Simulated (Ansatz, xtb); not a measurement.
# Relative energy of two structures of C4H

We compare I, `[C]=C1[C]=C1`, a doublet, with II, a doublet given by its coordinates. Both are isolated molecules in the gas phase, relaxed with B3LYP-D3(BJ)/def2-SVP.

I (Å):

```csv
atom,x (Å),y (Å),z (Å)
C,0.5087,1.1929,-0.5956
C,0.3087,0.0713,0.2302
C,1.5531,0.1342,-0.2766
C,0.0497,2.3016,-1.1668
H,-0.4992,-0.3588,0.8200
```

II (Å):

```
atom    x (Å)    y (Å)    z (Å)
   C   0.8663  -0.6662  -0.3448
   C   0.3065   0.8175   1.4884
   C  -0.1351  -0.0886   0.4385
   C   1.3239   0.1973   0.6526
   H   1.1164  -1.3291  -1.1641
```

Close contacts (Å): C1–C3 1.40, C1–C4 1.40, C2–C3 1.46, C2–C4 1.46, C3–C4 1.50, C1–H5 1.08.

Quicker runs give these differences E(II) − E(I): GFN2-xTB +8.4 kcal/mol; HF/STO-3G +17.1 kcal/mol (at GFN2-xTB geometries); r2SCAN-D4/def2-SVP −5.8 kcal/mol (at GFN2-xTB geometries).

Estimate which is lower in electronic energy at CCSD(T)/def2-SVP, and by roughly how much.

The CCSD(T)/def2-SVP calculation puts structure II lower, by 8.6 kcal/mol.

The same difference at several levels:

```csv
level,geometry,E(II) − E(I) (kcal/mol),departure from the last row (kcal/mol),"job, with rough time for the two"
GFN2-xTB,GFN2-xTB,+8.4,+17.0,"optimisation, 0.16 s"
HF/STO-3G,GFN2-xTB,+17.1,+25.7,"single point, 0.89 s"
r2SCAN-D4/def2-SVP,GFN2-xTB,−5.8,+2.9,"single point, 5 s"
B3LYP-D3(BJ)/def2-SVP,B3LYP-D3(BJ)/def2-SVP,−3.4,+5.2,"optimisation, 42 s"
HF/def2-SVP,B3LYP-D3(BJ)/def2-SVP,+2.7,+11.4,part of the CCSD(T) run
MP2/def2-SVP,B3LYP-D3(BJ)/def2-SVP,−17.1,−8.5,part of the CCSD(T) run
CCSD(T)/def2-SVP,B3LYP-D3(BJ)/def2-SVP,−8.6,,"single point, 12 s"
```

GFN2-xTB, HF/STO-3G, HF/def2-SVP put the two in the other order. The largest departure from CCSD(T)/def2-SVP is that of HF/STO-3G, 25.7 kcal/mol. MP2 in a larger basis moves the difference by +0.3 kcal/mol, a step that isn't added because spin contamination makes open-shell MP2 unreliable in this search.

With harmonic frequencies from B3LYP-D3(BJ)/def2-SVP (ideal gas, rigid rotor, one conformer each, 298.15 K, 1 atm): the zero-point term adds −0.7 kcal/mol; ΔH is −9.3 and ΔG −8.6 kcal/mol.

Open shells are spin-unrestricted, with notable spin contamination under HF/STO-3G. The correlated steps freeze 4 core orbitals. Programs: Ansatz 0.2.0, xtb 6.7.1; the last row on 1 thread of Arm Neoverse V1 on a shared host.
